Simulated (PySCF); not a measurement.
**BN⁺ from Hartree–Fock to correlated methods**

State: ⁴Σ⁻ (quartet), unpaired electrons σ ↑, π ↑↑. Set-up: basis B aug-pcseg-1, N aug-pcseg-1; no relativity; PySCF 2.14. De refers to B⁺ + N in their high-spin ground configurations, without counterpoise correction. The functionals are run spin-unrestricted. A positive dipole points towards N; it is taken about the centre of mass and depends on that origin.

| Level | Re (Å) | ωe (cm⁻¹) | De (eV) | μ (D) | CPU s a point (SCF and correlation, without the integrals) |
| --- | --- | --- | --- | --- | --- |
| UHF | 1.413 | 1218 | 0.78 | -3.44 | 0.11 |
| UHF-MP2 | 1.435 | 1200 | 1.33 | n/a | 0.16 |
| UHF-SCS-MP2 | 1.444 | 1137 | 1.15 | n/a | n/a |
| UHF-CCSD | 1.459 | 1019 | 0.88 | n/a | n/a |
| UHF-CCSD(T) | 1.469 | 998 | 1.00 | n/a | 2.1 |
| LDA | 1.451 | 1123 | 2.78 | -2.53 | 0.31 |
| PBE | 1.458 | 1107 | 2.49 | -2.60 | 0.42 |
| PBEsol | 1.457 | 1114 | 2.59 | -2.60 | 0.29 |
| r²SCAN | 1.445 | 1130 | 2.32 | -2.84 | 0.66 |
| M06-L | 1.442 | 1173 | 2.39 | -2.71 | 0.73 |
| PBE0 | 1.437 | 1167 | 2.16 | -2.83 | 0.63 |
| ωB97X | 1.442 | 1150 | 1.89 | -2.85 | 0.49 |

(1) Which functional lies closest to UHF-CCSD(T) in De, which farthest, and by how much do they differ from it?

(2) What does a quarter of exact exchange do here, going from PBE to PBE0?

(3) What does the step from GGA to meta-GGA do here, going from PBE to r²SCAN?

Correlated steps freeze 2 core orbitals. Correlated levels converge slowly with the basis: in double zeta they bind strong bonds too weakly, by up to about 1 eV, and carry superposition errors of some tenths. For an ion De counts to the pair picked by the measured ionisation energies or electron affinities, which need not be the lowest pair at this level. The state was picked by a PBE0 search and need not be the measured ground state.

The whole job (state search and all levels along the bond) took about 1.3 min on 1 thread of Arm Neoverse V1 (shared host), peak memory 0.59 GiB.

## Answers

(1) Closest is ωB97X (-2.7 pm in Re, +15.2 % in ωe, +0.89 eV in De against UHF-CCSD(T) in the same basis), farthest LDA (-1.8 pm in Re, +12.5 % in ωe, +1.78 eV in De). CCSD(T) converges more slowly with the basis than the functionals do and binds too weakly in this one, so the order can change at the basis-set limit.

(2) PBE0 less PBE: -2.1 pm in Re, +5.4 % in ωe, -0.33 eV in De. Exact exchange removes part of the self-interaction that spreads semilocal densities, and in most molecules shortens and stiffens the bond and lowers De; so it does here.

(3) r²SCAN less PBE: -1.3 pm in Re, +2.1 % in ωe, -0.17 eV in De.
